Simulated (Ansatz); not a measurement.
## SiCl, doublet in 6-31G: errors against full CI

Geometry: a PBE0/def2-TZVP stationary point for this spin.

```yaml
atoms:
  - { symbol: Si, position_ang: [0.0000, 0.0000, 0.0000] }
  - { symbol: Cl, position_ang: [0.0000, 0.0000, 2.0671] }
```

Basis 6-31G; Ansatz 0.2.0. Only valence electrons are correlated (noble-gas cores frozen), which leaves 11 electrons in 16 orbitals. R marks a restricted (for open shells ROHF) determinant, U an unrestricted one. Active spaces: valence = (11e, 8o) chosen from the atoms' valence shells.

Full CI is exact within this basis and frozen core; it isn't the basis-set limit. The frozen core follows each run's orbitals, which can shift R against U totals by a few meV.

For open shells CISD and CISDTQ are restricted-active-space CI with the open shells as a complete middle space.

```
UHF ⟨S²⟩                          : 0.755
T1 diagnostic (RCCSD)             : 0.0187
largest doubles amplitude (RCCSD) : 0.076
T1 diagnostic (UCCSD)             : 0.0174
```

| level | E − E(full CI) (kJ/mol) | share of correlation (%) | wall time |
| --- | --- | --- | --- |
| RHF | 228.7 | 0.00 | – |
| UHF | 226.6 | 0.94 | – |
| RMP2 | 46.1 | 79.83 | – |
| UMP2 | 45.9 | 79.93 | – |
| CISD | 15.9 | 93.04 | 0.61 s |
| RCCSD | 6.8 | 97.02 | – |
| UCCSD | 6.8 | 97.03 | – |
| RCCSD(T) | 1.1 | 99.52 | 0.61 s |
| UCCSD(T) | 1.1 | 99.52 | 0.64 s |
| BCCD(T) | 0.9 | 99.59 | 0.54 s |
| RCCSDT | 0.1 | 99.97 | – |
| UCCSDT | 0.1 | 99.97 | – |
| CISDTQ | 0.6 | 99.74 | 7.5 s |
| RCCSDT(Q) | 0.1 | 99.96 | 3.4 s |
| UCCSDT(Q) | -0.1 | 100.03 | 2.9 s |
| RCCSDTQ | 0.0 | 100.02 | 34 s |
| UCCSDTQ | -0.1 | 100.02 | 33 s |
| CASSCF (valence space) | 137.5 | 39.89 | – |
| NEVPT2 (valence space) | 33.9 | 85.19 | 0.97 s |
| MRCISD (valence space) | 5.5 | 97.61 | – |
| MRCISD+Q (valence space) | 1.4 | 99.37 | 1.6 s |
| MRCISD+Q(relaxed) (valence space) | 0.4 | 99.81 | 1.8 s |

The correlation energy at full CI, counted from RHF, is -2.371 eV. That run took 2.4 min on 1 thread of Arm Neoverse V2, shared host over 8,744,736 determinants.

Times hold each run's SCF and search for its determinant on a shared host, so for small cases they say little of a method's own cost; they ran on 1 thread of Arm Neoverse V2. Some runs computed forces too.

The full-CI state has the irrep B1 of C2v, in the program's axes (one component, if the state is degenerate).

Natural occupations of full CI about the gap: 1.984 1.975 1.974 1.937 1.001 0.051 0.036 0.011 0.010 0.010; effectively unpaired electrons, Σ n²(2−n)², 1.04.

Atomization energy (electronic, same basis, no zero-point term; atoms at the same level, unrestricted beside the R rows where the molecule is a closed shell, with restricted open-shell steps beyond CCSDT(Q)) at full CI: 262.0 kJ/mol. Errors of other levels:

| level | error (kJ/mol) |
| --- | --- |
| RHF | -85.1 |
| UHF | -83.4 |
| RMP2 | -7.2 |
| UMP2 | -7.3 |
| CISD | -13.5 |
| RCCSD | -5.5 |
| UCCSD | -5.5 |
| RCCSD(T) | -0.8 |
| UCCSD(T) | -0.9 |
| BCCD(T) | -0.7 |
| RCCSDT | -0.1 |
| UCCSDT | -0.1 |
| CISDTQ | -0.5 |
| RCCSDT(Q) | -0.1 |
| UCCSDT(Q) | 0.1 |
| RCCSDTQ | 0.1 |
| UCCSDTQ | 0.0 |
| CASSCF (valence space) | -28.3 |
| NEVPT2 (valence space) | 4.0 |
| MRCISD (valence space) | -3.4 |
| MRCISD+Q (valence space) | -0.9 |
| MRCISD+Q(relaxed) (valence space) | 0.1 |

This basis is far from its limit, so the value isn't to be set against a measured one. Truncated CI isn't size-consistent, which counts against it in atomization.
